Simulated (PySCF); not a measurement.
## Functional benchmark on one molecule

Molecule: ethanethiol (CCS, C₂H₆S).

Geometry:
| atom | x (Å) | y (Å) | z (Å) |
| --- | --- | --- | --- |
| C1 | -0.782 | 0.537 | 0.117 |
| C2 | 0.114 | -0.660 | -0.131 |
| S3 | 1.712 | -0.594 | 0.741 |
| H4 | -1.751 | 0.411 | -0.394 |
| H5 | -0.323 | 1.464 | -0.262 |
| H6 | -0.971 | 0.673 | 1.192 |
| H7 | -0.354 | -1.584 | 0.243 |
| H8 | 0.295 | -0.814 | -1.206 |
| H9 | 2.192 | 0.496 | 0.103 |

Geometry PBE0-D3(BJ)/def2-SVP throughout; GIAO in PySCF 2.14, gas phase, one conformer, non-relativistic; equivalent atoms averaged; basis pcSseg-2.

Reference values (measured; solution, not stated per compound (mostly CDCl3 or CCl4); Pretsch, Buehlmann, Badertscher, Structure Determination of Organic Compounds, 4th ed. (2009)): δ(C2) = 19.1 ppm, δ(C1) = 19.7 ppm, δ(H7/H8) = 2.44 ppm, δ(H4/H5/H6) = 1.31 ppm. Computed shifts are taken against TMS, calculated as an isolated molecule at each level.

Problem. How do the functionals HF, LDA, PBE, BLYP, BP86, OPBE, KT2, KT3, B97-D, B3LYP, PBE0, mPW1PW91, WP04, B97-2, BHandHLYP, CAM-B3LYP, wB97X-D, LC-wPBE perform against the reference? Times are CPU seconds on shared hosts with different chips, so compare them loosely; the GGAs took longer than the global hybrids here, which isn't the general rule, and the cause wasn't traced.

Solution. 
```
functional                    kind    C2    C1  H7/H8  H4/H5/H6  mean abs. error C  mean abs. error H  core-s
        HF            Hartree–Fock  23.1  22.9   2.18      1.27                3.6               0.15     3.9
       LDA                     LDA  27.3  23.5   2.57      1.23                6.0               0.10       9
       PBE                     GGA  28.7  24.5   2.54      1.27                7.2               0.07      12
      BLYP                     GGA  30.4  25.4   2.55      1.31                8.5               0.05      12
      BP86                     GGA  28.7  24.5   2.52      1.27                7.2               0.06      11
      OPBE                     GGA  28.2  23.4   2.54      1.23                6.4               0.09      11
       KT2                     GGA  28.2  24.9   2.56      1.28                7.1               0.08      11
       KT3                     GGA  29.4  24.8   2.56      1.29                7.7               0.07      11
     B97-D                     GGA  29.9  24.8   2.55      1.31                7.9               0.05      12
     B3LYP           global hybrid  28.4  24.6   2.44      1.29                7.1               0.01     7.7
      PBE0           global hybrid  26.5  23.7   2.41      1.25                5.7               0.04     6.1
  mPW1PW91           global hybrid  26.8  23.7   2.40      1.24                5.8               0.06     7.7
      WP04           global hybrid  30.8  24.5   2.33      1.25                8.2               0.08      11
     B97-2           global hybrid  27.5  23.9   2.43      1.26                6.3               0.03      10
 BHandHLYP           global hybrid  26.1  23.8   2.33      1.28                5.6               0.07     9.8
 CAM-B3LYP  range-separated hybrid  26.1  23.7   2.35      1.28                5.5               0.06      14
   wB97X-D  range-separated hybrid  25.6  23.6   2.32      1.24                5.2               0.10      13
   LC-wPBE  range-separated hybrid  22.7  22.1   2.22      1.20                3.0               0.16      19
```

For ¹³C the closest is LC-wPBE (3.0 ppm) and the furthest BLYP (8.5 ppm).

For ¹H the closest is B3LYP (0.01 ppm, with B97-2 practically level) and the furthest LC-wPBE (0.16 ppm). One molecule is a small sample, and vibrational and solvent effects are absent from the calculation.
